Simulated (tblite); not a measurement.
# FH2LiO: the cost of one run

Programs: tblite 0.8.0 and PySCF 2.14.0. All values are calculated, for the isolated system unless a continuum is named. Atoms count from 0, parts from 1.

### 1 Starting point

5 atoms, charge 0, multiplicity 1; geometry: rigid parts in contact. Parts: 1 = atom 0, `[Li+]`, charge 1; 2 = atom 1, `[F-]`, charge -1; 3 = atoms 2–4, `O`, charge 0.

### 2 Docking the parts with GFN2-xTB

The job: settings as JSON, then the geometry in Å.

```
{"job": {"kind": "dock", "xc": "GFN2-xTB", "basis": "xTB"}, "charge": 0, "multiplicity": 1, "parts": [{"atoms": "0-0", "charge": 1, "multiplicity": 1}, {"atoms": "1-1", "charge": -1, "multiplicity": 1}, {"atoms": "2-4", "charge": 0, "multiplicity": 1}]}
Li     0.005770     0.111298    -0.508547
F      1.496124    -0.161683    -0.783162
O     -1.180855     1.238700    -1.484092
H     -0.568064     1.850204    -1.903689
H     -1.872698     1.073319    -2.130001
```

Level: GFN2-xTB search for minima from random contacts, gas phase.

Started as:

```bash
$ OMP_NUM_THREADS=1 python cluster_run.py task.json out
```

The driver reads the jobs from task.json and runs them one after another.

**Question.** How long does this first job take on 1 thread of Arm Neoverse V2, shared host?

About 3.6 s.
